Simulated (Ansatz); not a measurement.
**Worked example: correlation energy of BeMgH2 (H-bridged), triplet**

Geometry: a point of a breathe scan, not a stationary point.

```xyz
4

Be    0.0000   -0.1524    4.5577
Mg    0.0000   -0.0875   -1.5640
H     0.0000    2.4978    2.4566
H     0.0000    0.9759   -5.4931
```

Basis 6-31G; Ansatz 0.2.0. Correlated methods freeze the noble-gas cores, which leaves 6 electrons in 20 orbitals. R marks a restricted (for open shells ROHF) determinant. The metal's outer-core shells are frozen, which leaves out core–valence correlation.

Full CI is exact within this basis and frozen core; it isn't the basis-set limit.

Runs differ by some tens of microhartree through their thresholds and, for an open shell, their frozen cores, so steps under 0.03 kcal/mol mean nothing.

```
    level  total energy (hartree)
      RHF             -215.158046
     RMP2             -215.199790
    RCCSD             -215.236672
 RCCSD(T)             -215.236691
   RCCSDT             -215.236699
RCCSDT(Q)             -215.236703
  RCCSDTQ             -215.236705
  full CI             -215.236705
```

Task: What is the correlation energy at full CI, and what share of it do RMP2 and RCCSD recover?

Result: E(corr) = -215.236705 − (-215.158046) = -0.078659 hartree = -2.140 eV. RMP2: -0.041744 / -0.078659 = 53.07 %. RCCSD: -0.078626 / -0.078659 = 99.96 %.

Task: By how many kcal/mol does RCCSD(T) miss full CI (1 hartree = 627.509 kcal/mol), and which steps make up the rest?

Result: -215.236691 − (-215.236705) = 0.000014 hartree = 0.01 kcal/mol. Steps: RCCSDT − RCCSD(T) = -0.01, RCCSDT(Q) − RCCSDT = 0.00, RCCSDTQ − RCCSDT(Q) = 0.00, full CI − RCCSDTQ = 0.00 kcal/mol. That is within 1 kcal/mol of the reference in this basis, which itself misses far more of the correlation at the basis-set limit.
